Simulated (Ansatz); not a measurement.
Cost and result for the atomization energy of C$_{4}$H$_{6}$F$_{2}$ (`FC/C=C\CF`) (12 atoms, 11 bonds).

```xyz
12

F     0.8676   -2.7164    0.1423
C     0.4008   -1.4625    0.5010
C     0.3134   -0.6139   -0.7273
C    -0.0836    0.6477   -0.8288
C    -0.5463    1.5485    0.2574
F    -0.5365    0.9310    1.4928
H     1.0930   -1.0485    1.2383
H    -0.5726   -1.5944    0.9796
H     0.6224   -1.1307   -1.6313
H    -0.0841    1.1129   -1.8113
H    -1.5703    1.8912    0.0643
H     0.0961    2.4352    0.3231
```

Total charge 0; spin multiplicity 1. The structure was optimised at the PBE0-D4/def2-TZVP level. It is a higher conformer; a search finds a lower one. Program: Ansatz. All runs use 4 threads of a server CPU on a shared host. Times are those of one run each, without the atoms' runs, and a repeat can differ threefold. Electronic energies, without spin–orbit coupling; frozen cores. CCSD(T)/CBS adds CCSD(T) − MP2 in def2-TZVPP to the MP2 limit, and its time is that of the two runs behind it. T1 = 0.011. B3LYP takes the VWN-RPA correlation (the form of Gaussian; ORCA's B3LYP/G). HSE06 is the plane-wave form, built on full-range PBE exchange.

CCSD(T)/CBS is a level of theory with its own doubt, some kJ/mol a heavy atom from the limit and from the frozen cores, so smaller differences don't rank the functionals.

| level | functions | wall time | atomization (kcal/mol) | difference from CCSD(T)/CBS | per bond |
| --- | --- | --- | --- | --- | --- |
| revPBE-D4/def2-TZVPP | 270 | 2.9 s | 1170.5 | 3.9 | 0.4 |
| BHLYP-D4/def2-TZVPP | 270 | 3.4 s | 1128.4 | -38.2 | -3.5 |
| HSE06-D4/def2-TZVPP | 270 | 3.8 s | 1178.2 | 11.6 | 1.1 |
| CAM-B3LYP-D4/def2-TZVPP | 270 | 3.8 s | 1175.2 | 8.6 | 0.8 |
| r2SCANh-D4/def2-TZVPP | 270 | 4.9 s | 1163.5 | -3.1 | -0.3 |
| B3LYP-D4/def2-TZVPP (with forces) | 270 | 6 s | 1168.0 | 1.4 | 0.1 |
| B97M-V/def2-TZVPP | 270 | 8 s | 1168.5 | 1.9 | 0.2 |
| ωB97X-V/def2-TZVPP | 270 | 8 s | 1169.1 | 2.5 | 0.2 |
| CCSD(T)/def2-SVP | 114 | 8.5 s | 1118.8 | -47.8 | -4.3 |
| ωB97M-V/def2-TZVPP (with forces) | 270 | 11 s | 1171.0 | 4.4 | 0.4 |
| MP2/def2-QZVPP | 522 | 28 s | 1180.1 | 13.5 | 1.2 |
| CCSD(T)/def2-TZVPP | 270 | 3.2 min | 1138.8 | -27.8 | -2.5 |
| CCSD(T)/CBS(def2) | – | 3.7 min | 1166.6 | 0.0 | 0.0 |

From PBE to PBE0 (25 % exact exchange), in def2-TZVPP and without D4, the atomization energy moves by −25.7 kcal/mol: exact exchange takes away binding that semilocal exchange gives to molecules. The D4 term adds +7.6 kcal/mol with B3LYP and +4.0 kcal/mol with PBE0; it sums over pairs of atoms, weighted by their polarisabilities, and B3LYP, whose exchange is more repulsive, gets the larger term. In def2-TZVPP, CCSD(T) changes the Hartree–Fock value by +284.3 kcal/mol (the triples alone add +18.1 kcal/mol) and MP2 by +309.2 kcal/mol; breaking electron pairs costs correlation energy, which Hartree–Fock lacks.
